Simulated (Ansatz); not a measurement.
## A cut through the energy surface

SiH2O2 (SMILES O[Si]O), closed shell, at its PBE0-D4/def2-TZVP minimum:

O1  (-1.443, -0.106, -0.275)
Si2  (-0.212, -0.791, 0.568)
O3  (1.036, 0.187, 0.069)
H4  (-1.232, 0.649, -0.836)
H5  (1.901, -0.013, 0.433)
(Å)

The dihedral angle H4–O1–Si2–O3 (0.0° at the minimum) is set to the values below, the two halves turning rigidly about the central bond. Each method's energies count from its own value at the PBE0-D4 minimum structure. Program: Ansatz 0.2.0. Basis: def2-TZVPP. Cores are frozen in the correlated methods. B3LYP uses VWN-RPA correlation.

```
dihedral angle (°)  CCSD(T) (kJ/mol)  PBE0-D4 (kJ/mol)  wB97M-V (kJ/mol)
            -166.8              9.00              9.11              9.86
            -136.8             19.05             18.99             19.69
            -106.8             29.64             29.39             29.92
             -76.8             28.50             28.34             28.61
             -46.8             15.27             15.31             15.40
             -16.8              2.34              2.36              2.37
              13.2              1.46              1.47              1.48
              43.2             13.41             13.46             13.53
              73.2             27.38             27.25             27.50
             103.2             30.29             30.03             30.53
             133.2             20.57             20.49             21.17
             163.2              9.75              9.85             10.60
```

Largest difference from the CCSD(T) curve over the scan: PBE-D4 1.15; r2SCAN-D4 1.57; B3LYP-D4 0.45; HF 1.55 kJ/mol. Each curve counts from its own value at the minimum.

T1 diagnostic: at most 0.016. The restricted Hartree–Fock reference is unstable towards an unrestricted one here.

For scale, one of the runs: CCSD(T)/def2-TZVPP, 132 basis functions (an equivalent command: `ansatz run in.yaml --threads 2`). Hardware: 2 CPU threads, shared host. Wall time 9.5 s; peak host memory 0.67 GiB.
